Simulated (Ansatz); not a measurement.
A calculation with Ansatz (development build ahead of 0.2.0).

```yaml
crystal:
  periodic: [false, false, false]
  atoms:
    - { symbol: P, position_ang: [0.0274, -0.03708, 0.14953] }
    - { symbol: H, position_ang: [1.19476, -5.0e-05, -0.60092] }
    - { symbol: H, position_ang: [-0.61804, 1.03758, -0.69679] }
    - { symbol: H, position_ang: [-0.6345, -1.01548, -0.6784] }
basis:
  gaussian: { orbitals: cc-pVDZ }
hamiltonian:
  xc: hf
```

The input is written out in the form of the current development build from the run's settings.

The run gave:

- Converged: yes
- Total energy: -342.46536 hartree
- Spin squared of the determinant: 0.000
